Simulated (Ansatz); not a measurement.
# Relative stability

Two relaxed structures of LiSiH₂S (charge +1), singlet (PBE0-D4/def2-TZVP; forces vanish, vibrations not checked).

A:

Li1  (-2.873, 0.646, 1.856)
Si2  (-0.729, -0.245, -0.385)
S3  (1.226, 0.111, 0.308)
H4  (-1.402, 0.313, 0.970)
H5  (1.001, 0.625, 1.528)
(Å)

B:

```xyz
5
angstrom
Li -2.3673 0.4387 1.2397
Si -0.4284 -0.1860 -0.3656
S 1.6228 -0.0030 -0.1872
H -0.4683 -0.8000 -1.7273
H 1.6411 0.5504 1.0405
```

Program: Ansatz 0.2.0. Basis: def2-TZVPP. Cores are frozen in the correlated methods. The outer core shell of Li, Na, Mg and K is correlated. B3LYP uses VWN-RPA correlation.

(1) Which structure is lower at CCSD(T), and by how much? (An estimate is asked for; the value comes from the calculation.)

T1 diagnostic: at most 0.017. The restricted Hartree–Fock reference is unstable towards an unrestricted one at one or more of these structures.

Answers

(1) The calculation gives: B, by 46.9 kJ/mol (electronic energy, against the other). By their contacts, A is LiSiH₂S ([Li][H][Si][SH]), total charge +1 and B is LiSiH₂S ([Li][SiH][SH]), total charge +1.

All methods give the same order:

```tsv
method	E(B) − E(A) (kJ/mol)
PBE-D4	-44.9
r2SCAN-D4	-50.5
PBE0-D4	-51.6
B3LYP-D4	-43.7
wB97M-V	-41.7
HF	-60.4
MP2	-51.0
CCSD	-48.2
CCSD(T)	-46.9
```

Labels in which every atom is bracketed show which atoms are joined, not bond orders.

For scale, one of the runs: CCSD(T)/def2-TZVPP, 131 basis functions, launched by `ansatz run in.yaml --threads 2 --pin off --events-out ev --progress --plain --max-ram 4352MiB`. Hardware: 2 CPU threads of an Arm Neoverse V1, shared host. Wall time about 6 s.
